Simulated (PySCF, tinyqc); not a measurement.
Starting guesses with plain Roothaan steps: SCF starting guesses in the sto-3g basis, for BH, spin multiplicity 1. Computed by the program tinyqc with PySCF. Command: `OMP_NUM_THREADS=1 python tinyqc.py 112436 112437 out.jsonl`; one thread of a shared host (Intel(R) Xeon(R) Processor @ 2.60GHz), about 0.6 s.

Geometry (angstrom):
```
atom       x       y       z
B     0.0000  0.0000  0.0000
H     0.0000  0.0000  1.6000
```

lowest restricted solution found by these runs and by PySCF = -24.702028 hartree

RHF with one setting changed at a time; a run stops when the energy changes by less than 1e-09 hartree and the error matrix is below 1e-5. Starts: the lowest orbitals of the core Hamiltonian, of the Wolfsberg-Helmholz matrix (K = 1.75), projected atomic densities, random orbitals, and the highest orbitals of the core Hamiltonian (a deliberately bad start).

Largest element of the error matrix X^T (FDS - SDF) X:
```
iteration     core  Wolfsberg-Helmholz  atomic densities   random  highest core orbitals
1          4.8e-01             4.0e-01           2.9e-01  3.7e+00                1.6e-01
2          1.1e-01             9.8e-02           2.0e-01  3.0e-01                5.4e-01
3          2.9e-02             5.8e-02           1.8e-02  8.6e-02                3.7e-01
4          9.4e-03             2.6e-02           5.9e-03  5.7e-02                1.2e-02
5          3.1e-03             1.0e-02           2.0e-03  3.8e-02                1.2e-03
6          1.0e-03             3.9e-03           6.5e-04  2.5e-02                3.8e-04
8          1.1e-04             5.2e-04           7.2e-05  1.1e-02                5.0e-05
10         1.2e-05             6.9e-05           7.8e-06  5.0e-03                6.6e-06
14               -                   -                 -  9.7e-04                      -
20               -                   -                 -  8.4e-05                      -
```

How each run ends:
```
run                    iterations  E (hartree)         state
core                           11   -24.702028  lowest found
Wolfsberg-Helmholz             13   -24.386784        higher
atomic densities               10   -24.702028  lowest found
random                         26   -24.702028  lowest found
highest core orbitals          10   -24.386784        higher
```

3 of 5 runs reach the lowest restricted solution found, in 10 to 26 iterations (fastest: atomic densities). Ending on a higher stationary point: Wolfsberg-Helmholz, highest core orbitals; a small error matrix cannot reveal that, and an occupation fixed by the start is kept by symmetry or by the shape of the basin. The first errors are 5e-01, 4e-01, 3e-01, 4e+00, 2e-01; the deliberately bad start has the smallest one, so a small first error does not mark a good start. The restricted reference is unstable here: a spin-polarised solution lies 0.0057 hartree lower (PySCF), so results built on it describe a poor reference.
